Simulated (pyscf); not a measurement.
Optimised with ωB97X-D3(BJ)/def2-SVP in PySCF.

**Question.** For H₃Si–NH–SiH₂–Cl + H₂ → H₃Si–NH–SiH₃ + HCl, a four-centre exchange (singlet surface; Cl–Si, H–H broken, H–Si, Cl–H formed), PBE/def2-TZVP gives ΔE‡ = 1.95 eV and ΔE = +0.95 eV (zero: the separated reactants). In which direction and how far do r²SCAN/def2-TZVP, B3LYP-D3(BJ)/def2-TZVP, ωB97M-D3(BJ)/def2-TZVP move these?

**Answer.** r²SCAN: ΔE‡ = 2.11 eV, ΔE = +1.03 eV; B3LYP-D3(BJ): ΔE‡ = 2.21 eV, ΔE = +0.99 eV; ωB97M-D3(BJ): ΔE‡ = 2.25 eV, ΔE = +0.96 eV. PBE's barrier lies under all of them, by 0.16 to 0.30 eV. Its reaction energy lies under all of them, by 0.02 to 0.08 eV. One saddle was located; it need not be the lowest between these sides.
